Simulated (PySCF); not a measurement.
## Si₂⁻: from constants to spectrum

PBE0 constants of Si₂⁻, ²Πu (doublet), unpaired electrons π ↑ (basis Si aug-cc-pV(D+d)Z; no relativity; PySCF 2.14; masses 27.9769 and 27.9769 u):

```
ωe              : 563.0 cm⁻¹
ωexe            : 1.88 cm⁻¹
Be              : 0.25239 cm⁻¹
αe              : 0.00127 cm⁻¹
D (centrifugal) : 2.03e-07 cm⁻¹
De to Si + Si⁻  : 3.86 eV
```

Task: Give the vibrational terms G(v) and spacings up to v = 6.

Result: G(v) = ωe(v+½) − ωexe(v+½)².

```csv
v,G(v) (cm⁻¹),G(v) − G(v−1),Bv (cm⁻¹)
0,281.0,,0.2518
1,840.3,559.2,0.2505
2,1395.8,555.5,0.2492
3,1947.5,551.7,0.2479
4,2495.4,548.0,0.2467
5,3039.6,544.2,0.2454
6,3580.1,540.4,0.2441
```

Task: How well does the Morse estimate ωe²/(4ωexe) reproduce De, and what is D0?

Result: It gives 5.23 eV, 135 % of the computed De. D0 = De − G(0) = 3.86 − 0.03 = 3.83 eV.

The state is the lowest determinant that a PBE0 search found; another state may lie lower at other levels.
